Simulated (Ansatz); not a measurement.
System: hematite (α-Fe2O3). Method: LDA (plane waves, PAW; Ansatz, an electronic-structure program).

Settings: plane-wave cutoff 520 eV, 8×8×8 k mesh, Fermi–Dirac smearing 0.01 eV, spin-polarised with opposed moments, scalar-relativistic PAW data made under PBE.

Computed points:

```
V (Å³/atom)  E − E_lowest (meV/atom)  P (GPa)
-----------  -----------------------  -------
7.870                          12.54    12.82
8.034                           2.99     5.99
8.198                           0.00     0.00
8.362                           2.73    -5.22
8.526                          10.45    -9.74
```

Problem. Estimate the bulk modulus and its pressure derivative from these points.

Solution. V0 = 8.198 Å³/atom, B0 = 279 GPa, B′ = 5.9 (fit to the energies at full precision).

Shape and atoms are relaxed at each volume.

Measured, for comparison: bulk modulus 204 GPa (300 K, copied from a table, unchecked, no zero-point or thermal correction, our sources range from 204 to 231; as tabulated in BurnMan's mineral tables). Computed (rounded) less measured: bulk modulus not scored (sources differ).

Note: the gap of the solid is closed in this run; this level leaves the solid without a gap, although one is measured; the bulk modulus comes from volumes at which shape and atoms were relaxed.

Static lattice: no zero-point or thermal effects.

Cost on a shared machine: about 100 core-minutes (a rough figure).
